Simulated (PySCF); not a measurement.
Compound: C₅H₇F.
Numbering: `[CH2:1]=[C:2]=[CH:3][C@@H:4]([CH3:5])[F:6]` (hydrogens: H7, H8 on C1; H9 on C3; H10 on C4; H11, H12, H13 on C5)

The same species was optimised twice, with GFN2-xTB and with PBE0-D3(BJ)/def2-SVP (PySCF), and the same property calculations (PySCF, gas phase) were run on both structures.

```
     coordinate  GFN2-xTB  PBE0-D3(BJ)/def2-SVP  change
      C1=C2 (Å)     1.293                 1.307  +0.014
      C2=C3 (Å)     1.297                 1.309  +0.012
      C4–C5 (Å)     1.523                 1.513  -0.010
      C4–F6 (Å)     1.390                 1.385  -0.005
      C3–C4 (Å)     1.504                 1.502  -0.002
   C3–C4–C5 (°)     111.7                 112.7    +1.0
   C1–C2–C3 (°)     178.8                 179.3    +0.5
   C2–C3–C4 (°)     123.6                 124.0    +0.4
   C5–C4–F6 (°)     108.5                 108.2    -0.3
   C3–C4–F6 (°)     108.8                 108.6    -0.2
C2–C3–C4–C5 (°)       117                   120      +3
```

Rotational constants: A = 7752, B = 1899, C = 1659 MHz (GFN2-xTB) against A = 7814, B = 1876, C = 1645 MHz (PBE0-D3(BJ)/def2-SVP). Point groups within 0.08 Å: C1 and C1.

On the GFN2-xTB structure: HOMO (eV) -7.78 [PBE0/pcSseg-1]; LUMO (eV) 0.13 [PBE0/pcSseg-1]; dipole (D) 1.96 [PBE0/pcSseg-1]; GIAO shielding of C1 (ppm) 107.5 [PBE0/pcSseg-1]; GIAO shielding of C2 (ppm) -33.2 [PBE0/pcSseg-1]; GIAO shielding of C3 (ppm) 88.5 [PBE0/pcSseg-1]; GIAO shielding of C4 (ppm) 93.3 [PBE0/pcSseg-1]; GIAO shielding of C5 (ppm) 161.2 [PBE0/pcSseg-1]; GIAO shielding of F6 (ppm) 363.8 [PBE0/pcSseg-1].

Question: What do these properties become on the PBE0-D3(BJ)/def2-SVP structure?

Answer: 
```tsv
property	level	on GFN2-xTB	on PBE0-D3(BJ)/def2-SVP	change
HOMO (eV)	PBE0/pcSseg-1	-7.78	-7.77	+0.01
LUMO (eV)	PBE0/pcSseg-1	0.13	0.05	-0.08
dipole (D)	PBE0/pcSseg-1	1.96	1.94	-0.02
energy, GFN2-xTB geometry as zero (kcal/mol)	PBE0/pcSseg-1	0.0	-0.3	-0.3
GIAO shielding of C1 (ppm)	PBE0/pcSseg-1	107.5	104.1	-3.4
GIAO shielding of C2 (ppm)	PBE0/pcSseg-1	-33.2	-38.5	-5.3
GIAO shielding of C3 (ppm)	PBE0/pcSseg-1	88.5	86.1	-2.4
GIAO shielding of C4 (ppm)	PBE0/pcSseg-1	93.3	94.6	+1.3
GIAO shielding of C5 (ppm)	PBE0/pcSseg-1	161.2	159.8	-1.4
GIAO shielding of F6 (ppm)	PBE0/pcSseg-1	363.8	362.7	-1.1
```

The heavy atoms differ by 0.027 Å rms after alignment. Among bonds between heavy atoms C1=C2 changes most (+0.014 Å). Changes are differences of the printed values. Neither structure is proved a minimum here.

Conformer computed: `[CH2:1]=[C:2]=[CH:3][C@@H:4]([CH3:5])[F:6]`: C2–C3–C4–C5 120°.
